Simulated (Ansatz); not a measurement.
# CHOSi+ (triplet): from Hartree-Fock to the top rungs, def2-QZVPP

The task here is to estimate one member of a computed series from the others.

Computed with Ansatz 0.2.0, Gaussian basis. Level: def2-QZVPP, core rule «outside noble gas», up to 7 orbitals frozen.

The runs, in order: UHF; ROHF; CCSD(T) on UHF.

**What is computed**

The geometry is a PBE0/def2-TZVP stationary point (not a proven minimum) of the parent state, kept for this charge and spin.

4 atoms, charge 1, spin multiplicity 3.

Atoms are counted from 1 here; the program's logs count them from 0.

Bond lengths: O1–C2 1.195 Å, C2–Si3 1.957 Å, C2–H4 1.107 Å. Angles: O1–C2–Si3 126.3°, O1–C2–H4 123.6°, Si3–C2–H4 110.1°.

The first run:

The input, in.yaml:

```yaml
crystal:
  periodic: [false, false, false]
  atoms:
    - {symbol: O, position_ang: [0.000000, -0.313583, 1.598105]}
    - {symbol: C, position_ang: [0.000000, 0.436706, 0.668068]}
    - {symbol: Si, position_ang: [0.000000, -0.063363, -1.223700]}
    - {symbol: H, position_ang: [0.000000, 1.539364, 0.769440]}
basis:
  gaussian: {orbitals: "def2-QZVPP.json"}
total_charge: 1
magnetization: {spin_polarized: true, initial_magnetization: 2}
hamiltonian: {xc: hf}
output: {orbitals: {seedname: orbitals}}
```

Launch:

```sh
> ansatz run in.yaml --threads 1 --pin off --events-out ev --progress --plain --max-ram 2393MiB
```

Steps of the session up to this table: UHF; ROHF; CCSD(T) on UHF.

One of the session's tables, all rows but one given; the rest of the session is left out.

```
  method  from UCCSD(T) (kcal/mol)
    ROHF                   +321.10
     UHF                   +312.28
    UMP2                    +36.67
   UCCSD                         ?
UCCSD(T)                         0
```

Q: Estimate the row for UCCSD from the others.

The run gave: from UCCSD(T) (kcal/mol): +15.31. In the column «from UCCSD(T) (kcal/mol)» it lies between UCCSD(T) (0) and UMP2 (+36.67).
